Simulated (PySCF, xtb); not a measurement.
silicon monoxide (OSi), SMILES O=[Si] (connectivity only; charge and spin as stated), neutral, multiplicity 1.

xtb with GFN2-xTB at its own geometry gives an orbital gap of 4.07 eV and a dipole moment of 3.05 D.

The structure is a stationary point at B3LYP-D3(BJ)/def2-TZVPD.

What does PySCF with PBE/def2-TZVPD give? (Estimate from the structure and the level; the computed values follow.)

gap 4.60 eV (levels -7.47 and -2.87 eV), dipole 2.90 D.
